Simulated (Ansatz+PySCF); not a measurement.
Values are calculated unless marked as measured or tabulated.
## PySCF 2.14.0 run

```python
from pyscf import gto, scf, mp

mol = gto.M(atom="""
O 0.000000 0.000000 -0.103070
H 0.000000 0.000000 0.824540
""", basis='6-31g', charge=0, spin=1)
mf = scf.UHF(mol)
mf.kernel()
pt = mp.MP2(mf, frozen=1).run()
print(mf.e_tot, pt.e_corr, pt.e_tot)
```

The script is written out from the run's settings.

Output:

```json
{"Converged": "yes", "Reference energy": "-75.36159 hartree", "Correlation energy": "-0.08641 hartree", "Total energy": "-75.44800 hartree"}
```
